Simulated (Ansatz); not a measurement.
## Ansatz (development build ahead of 0.2.0) run

```yaml
crystal:
  periodic: [false, false, false]
  atoms:
    - { symbol: C, position_ang: [-0.61982, 0.59303, 0.57494] }
    - { symbol: S, position_ang: [0.34072, -0.31251, -0.31813] }
    - { symbol: H, position_ang: [-0.80465, 1.6422, 0.35436] }
    - { symbol: H, position_ang: [-1.14002, 0.20397, 1.44731] }
basis:
  gaussian: { orbitals: def2-SVP }
total_charge: 1
magnetization:
  spin_polarized: true
  initial_magnetization: 1
hamiltonian:
  xc: hf
output:
  forces: true
```

The input is written out in the form of the current development build from the run's settings.

Results

* Converged: yes
* Total energy: -436.07019 hartree
* Spin squared of the determinant: 0.945
* Stability test: minimum

Forces (eV/Å):
```csv
atom,Fx,Fy,Fz
C1,-0.415,0.378,0.367
S2,0.252,-0.229,-0.231
H3,0.134,0.131,-0.230
H4,0.029,-0.280,0.094
```

Caution: the unrestricted determinant is spin contaminated.
